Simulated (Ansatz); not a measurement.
Process, species as SMILES: O=C=S + 4 [H][H] (H2) → C (CH4) + O (H2O) + S (H2S)
B3LYP-D3(BJ)/def2-TZVP geometries, fixed; electronic energies without zero-point terms.

Basis-set convergence of the energy of full hydrogenation at B3LYP with Ansatz (an electronic-structure program). Cartesian d functions, on some or all atoms, in 6-311G**; all else is spherical. The program fits the integrals of some runs and decomposes those of others, by size. No added dispersion term, no relativity. Functions are those of the species that has most. Reference: the value in pcseg-4, -59.93 kcal/mol, itself unsure by roughly 0.19 kcal/mol (its mean distance from aug-pcseg-3, aug-cc-pV(Q+d)Z, cc-pV(5+d)Z).

```tsv
basis	functions	energy of full hydrogenation (kcal/mol)
pcseg-0	31	-50.20
6-311G**	63	-56.16
def2-SVPD	70	-69.83
aug-pcseg-1	73	[?]
aug-cc-pV(D+d)Z	78	[?]
cc-pV(T+d)Z	99	[?]
def2-TZVPP	104	-58.36
def2-TZVPD	123	-57.97
def2-TZVPPD	128	-60.39
aug-pcseg-2	142	-60.73
aug-cc-pV(T+d)Z	147	-60.63
def2-QZVPPD	208	[?]
pcseg-4	345	-59.93
```

### Question
Complete the blanks.

### Answer

- aug-pcseg-1, energy of full hydrogenation (kcal/mol): -62.41
- aug-cc-pV(D+d)Z, energy of full hydrogenation (kcal/mol): -67.64
- cc-pV(T+d)Z, energy of full hydrogenation (kcal/mol): -57.05
- def2-QZVPPD, energy of full hydrogenation (kcal/mol): -59.99
